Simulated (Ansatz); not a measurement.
Reaction (SMILES): FS(=O)F + 3 [H][H] (H2) → 2 F (HF) + O (H2O) + S (H2S)
B3LYP-D3(BJ)/def2-TZVP geometries, fixed; electronic energies without zero-point terms.

Basis-set convergence of the energy of full hydrogenation at MP2 with Ansatz (a quantum-chemistry and plane-wave program). Cartesian d functions, on some or all atoms, in 6-311G**; all else is spherical. Cores are frozen. No added dispersion term, no relativity. Functions are those of the species that has most. Reference: Hartree-Fock in aug-cc-pV(Q+d)Z plus the correlation part extrapolated as X^-3 from aug-cc-pV(T+d)Z and aug-cc-pV(Q+d)Z, -61.10 kcal/mol, itself unsure by roughly 0.63 kcal/mol (a third of the extrapolation step and of the last Hartree-Fock step). Deviations are taken from unrounded values.

```csv
basis,functions,energy of full hydrogenation (kcal/mol),minus reference (kcal/mol)
STO-3G,24,-101.81,-40.71
6-31G,40,-128.17,-67.07
def2-SV(P),60,-43.29,17.81
cc-pV(D+d)Z,65,-75.85,-14.75
6-311G**,81,-88.14,-27.04
def2-TZVP,130,-53.91,7.19
def2-TZVPD,166,-58.06,3.04
def2-TZVPPD,171,-65.52,-4.43
aug-cc-pV(T+d)Z,193,-63.20,-2.10
cc-pV(Q+d)Z,229,-60.33,0.77
pcseg-3,244,-60.45,0.65
aug-cc-pV(Q+d)Z,329,-61.25,-0.15
cc-pV(5+d)Z,373,-60.23,0.86
```
